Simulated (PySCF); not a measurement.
# SiF⁻, MP2: how much the basis matters

PySCF, UHF reference; triplet, unpaired electrons π ↑↑; De to Si + F⁻ without counterpoise correction. Frozen cores follow the default of each basis and core potential.

| basis | relativity | functions | Re (Å) | ωe (cm⁻¹) | De (eV) | frozen orbitals |
| --- | --- | --- | --- | --- | --- | --- |
| def2-SVPD | no relativity | 47 | 1.794 | 580 | 2.79 | 6 |
| aug-cc-pVDZ-DK | spin-free X2C | 50 | 1.765 | 610 | 3.11 | 6 |
| def2-TZVPPD | no relativity | 88 | 1.713 | 640 | 3.27 | 6 |

How does each smaller set differ from the one with most functions, def2-TZVPPD?

def2-SVPD: +8.1 pm, -9.4 % in ωe, -0.48 eV in De; aug-cc-pVDZ-DK: +5.2 pm, -4.7 % in ωe, -0.16 eV in De. All at MP2; the set with most functions is neither the basis-set limit nor always the best. The rows treat relativity differently, so the differences are not basis effects alone.

Correlated steps freeze 6 core orbitals. Correlated levels converge slowly with the basis: in double zeta they bind strong bonds too weakly, by up to about 1 eV, and carry superposition errors of some tenths. For an ion De counts to the pair picked by the measured ionisation energies or electron affinities, which need not be the lowest pair at this level. The state was picked by a PBE0 search and need not be the measured ground state.
